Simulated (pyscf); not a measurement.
Optimised with ωB97X-D3(BJ)/def2-SVP in PySCF.

Question: H₂N–GaH₂ (SMILES [NH2][GaH2]) -> H₂N–Ga (SMILES [NH2][Ga]) [singlet] + H₂ (SMILES [H][H])
Surface: singlet. Broken: Ga–H, Ga–H. Formed: H–H. Give ΔE‡ and ΔE from PBE/def2-TZVP, relative to the reactant's lowest minimum found.

Answer: ΔE‡ = 61.1 kcal/mol, ΔE = +11.5 kcal/mol. ωB97M-D3(BJ)/def2-TZVP gives 71.0 kcal/mol and +12.6 kcal/mol. Zero-point energy shifts the barrier by -2.3 kcal/mol. It is a 1,1-elimination, with an imaginary mode of 1507i cm⁻¹. The same reactants have a lower exit, to NH₃ + GaH [singlet] (barrier +65.6 kcal/mol at ωB97M-D3(BJ)/def2-TZVP, against +71.0 kcal/mol here). This is the saddle that the search found; another between the same sides may lie lower. Elements up to Kr have no core potential and no relativistic terms here.
